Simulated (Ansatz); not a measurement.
Process, species as SMILES: [NH+]#[C-] (C-NH) + 3 [H][H] (H2) → C (CH4) + N (NH3)
B3LYP-D3(BJ)/def2-TZVP geometries, fixed; electronic energies without zero-point terms.

Basis-set convergence of the energy of full hydrogenation at CCSD(T) with Ansatz (a quantum-chemistry and plane-wave program). All functions are spherical. Cores are frozen. No added dispersion term, no relativity. Functions are those of the species that has most. Reference: Hartree-Fock in cc-pVQZ plus the correlation part extrapolated as X^-3 from cc-pVTZ and cc-pVQZ, -91.84 kcal/mol, itself unsure by roughly 0.30 kcal/mol (a third of the extrapolation step and of the last Hartree-Fock step). Deviations are taken from unrounded values.

```
basis              functions  energy of full hydrogenation (kcal/mol)  minus reference (kcal/mol)
-----------------  ---------  ---------------------------------------  --------------------------
STO-3G                    11                                   -78.59                       13.25
pcseg-0                   20                                   -66.79                       25.05
pcseg-1                   34                                   -85.15                        6.69
6-311G**                  42                                   -84.01                        7.83
6-311+G**                 50                                   -86.07                        5.77
def2-SVPD                 52                                   -94.95                       -3.11
aug-cc-pVDZ               59                                   -92.05                       -0.22
6-311++G(2d,2p)           67                                   -88.55                        3.29
def2-TZVP                 68                                   -85.80                        6.04
def2-TZVPD                83                                   -86.77                        5.07
pcseg-2                   86                                   -91.20                        0.64
jun-cc-pV(T+d)Z           95                                   -91.27                        0.57
def2-TZVPPD              105                                   -91.18                        0.66
6-311++G(3df,3pd)        111                                   -90.90                        0.94
aug-pcseg-2              138                                   -91.64                        0.20
def2-QZVPP               177                                   -91.49                        0.35
pcseg-3                  192                                   -91.82                        0.01
def2-QZVPPD              195                                   -91.65                        0.19
```
